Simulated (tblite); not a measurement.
C5H5F (charge -1 and doublet state).
Z-matrix (Å and degrees, GFN2-xTB geometry), rows numbered from 1:
```
C 
C   1  1.2381
C   2  1.3668  1  163.40
C   3  1.4171  2  127.08  1   109.17
C   4  1.5027  3  121.27  2  -165.45
F   4  1.4284  3  116.59  2   -27.33
H   1  1.0678  2  141.91  3   173.67
H   3  1.0920  2  117.19  1   -87.07
H   5  1.0947  4  110.30  3  -165.45
H   5  1.0906  4  109.45  3   -46.47
H   5  1.1064  4  113.96  3    74.17
```

Level: GFN2-xTB in tblite, geometry and Hessian alike; calculated harmonic values, unscaled, isolated species. Errors from tens to a few hundred cm⁻¹ against measured bands are possible. One conformer, not necessarily the lowest. Open shells enter through the occupations alone, without spin polarisation, and single modes of such species can be off by tens of per cent.

Harmonic wavenumbers (cm⁻¹): 107.3, 128.8, 130.8, 280.7, 324.5, 348.1, 375.0, 502.7, 566.9, 614.7, 698.3, 773.3, 955.7, 1026.0, 1087.5, 1135.5, 1247.0, 1385.1, 1471.5, 1493.4, 1519.9, 2084.0, 2727.1, 2902.2, 2930.4, 2988.0, 3115.3.

A = 8791, B = 2104, C = 1738 MHz; mass 84.038 u (most abundant isotopes); point group C1, symmetry number 1; spin multiplicity 2.

Zero-point energy?

½Σν̃ = 16460 cm⁻¹ = 196.90 kJ/mol.

Entropy at 298.15 K, 1 bar (ideal gas, RRHO, classical rotation)?

Translation 164.12, rotation 111.73, vibration 70.28, spin (R ln 2) 5.76: S = 351.9 J/(mol K).

And Cp and H(298.15 K) − H(0)?

Cp = 112.55 J/(mol K), of which vibrations give 79.29 (their classical limit is 27 R = 224.5); H(298.15 K) − H(0) = 21.80 kJ/mol without the zero-point energy, 11.89 from vibrations.

Which modes carry the vibrational entropy at 298.15 K?

107.3 cm⁻¹: 13.88; 128.8 cm⁻¹: 12.40; 130.8 cm⁻¹: 12.28; 280.7 cm⁻¹: 6.40; 324.5 cm⁻¹: 5.39; 348.1 cm⁻¹: 4.92 J/(mol K); the other 21 give 15.02 together.

Blend soft modes into free rotors: weight 1/[1 + (100 cm⁻¹/ν̃)⁴] for the oscillator and the rest for a rotor with moment μB/(μ + B), μ = h/(8π²ν), B = 10⁻⁴⁴ kg m². What vibrational entropy results?

68.62 J/(mol K) in place of 70.28, which changes −T·S at 298.15 K by +0.50 kJ/mol.

How do the functions run with temperature in this model?

```tsv
T (K)	S (J/(mol K))	Cp (J/(mol K))	H − H(0) (kJ/mol)	G − H(0) (kJ/mol)	ln q(vib)
150	288.3	75.2	7.78	-35.47	1.32
250	333.1	101.4	16.65	-66.62	2.88
400	388.0	133.4	34.36	-120.83	5.29
600	448.3	164.4	64.33	-204.66	8.36
900	521.2	194.8	118.59	-350.52	12.55
```

q(vib) and H(0) count from the zero-point level.

Hindered rotation and anharmonicity are outside this model. Other conformers, if any are populated, would add a mixing term that is left out. The structure is chiral; the term R ln 2 for an equal mix with its mirror image is left out.
